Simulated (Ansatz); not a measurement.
```yaml
crystal:
  periodic: [false, false, false]
  atoms:
    - {symbol: O, position_ang: [-1.434573, -0.381955, 0.184855]}
    - {symbol: Si, position_ang: [-0.047545, 0.496498, 0.172960]}
    - {symbol: S, position_ang: [1.565255, -0.475672, -0.828761]}
    - {symbol: H, position_ang: [-1.745321, -0.722394, -0.656092]}
    - {symbol: H, position_ang: [-0.184935, 1.770495, -0.576251]}
    - {symbol: H, position_ang: [0.257218, 0.727894, 1.600361]}
    - {symbol: H, position_ang: [1.651104, -1.482966, 0.057228]}
basis:
  gaussian: {orbitals: def2-SVP}
magnetization: {spin_polarized: true, initial_magnetization: 1}
hamiltonian: {xc: {name: HSE06}, dispersion: d3bj}
accuracy: high
output: {forces: true}
```

```sh
$ ansatz run in.yaml --threads 2 --pin off --events-out ev --progress --plain --max-ram 4352MiB
```

Task: How does Ansatz answer? (Estimate.)

Result: Computed: The input was rejected before any iteration.
```
Error: a molecule whose nuclei and cores have a total charge of 42 cannot have a net charge of 0 together with 1 unpaired electrons
```

HSE06 is defined as in plane-wave codes.
